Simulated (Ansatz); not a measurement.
# CHBSi: the cost of one run

Program: Ansatz 0.2.0, Gaussian basis. Level of theory: the settings change from run to run. These are calculated values, not measurements.

9 further runs of the same task are left out: 3 that didn't finish, 6 set aside as unsound or not needed.

**1. What is computed**

The geometry is a PBE0/def2-TZVP stationary point (not a proven minimum).

4 atoms, charge 0, spin multiplicity 1.

Atoms are counted from 1 here; the program's logs count them from 0.

Bond lengths: B1–C3 1.366 Å, B1–H4 1.176 Å, Si2–C3 1.685 Å. Angles: C3–B1–H4 178.2°, B1–C3–Si2 107.1°.

Coordinates:

| atom | x (Å) | y (Å) | z (Å) |
| --- | --- | --- | --- |
| B1 | 0.0000 | -0.2416 | 1.5456 |
| Si2 | 0.0000 | -0.1636 | -0.9140 |
| C3 | 0.0000 | 0.6849 | 0.5418 |
| H4 | 0.0000 | -1.0115 | 2.4347 |

**2. BCCD on UHF/cc-pVDZ**

Contents of in.yaml:

```yaml
crystal:
  periodic: [false, false, false]
  atoms:
    - {symbol: B, position_ang: [0.000000, -0.241563, 1.545580]}
    - {symbol: Si, position_ang: [0.000000, -0.163599, -0.914026]}
    - {symbol: C, position_ang: [0.000000, 0.684873, 0.541816]}
    - {symbol: H, position_ang: [0.000000, -1.011482, 2.434693]}
basis:
  gaussian: {orbitals: cc-pVDZ}
magnetization: {spin_polarized: true, initial_magnetization: 0}
correlation: {method: bccd, electrons: valence}
accuracy: high
```

Launch:

```console
ansatz run in.yaml --threads 1 --pin off --events-out ev --progress --plain --max-ram 2393MiB
```

**Question.** How long does this run take on 1 thread of Arm Neoverse V2, shared host, and how much memory does it need?

About 7.5 s, with a peak of 0.25 GiB.
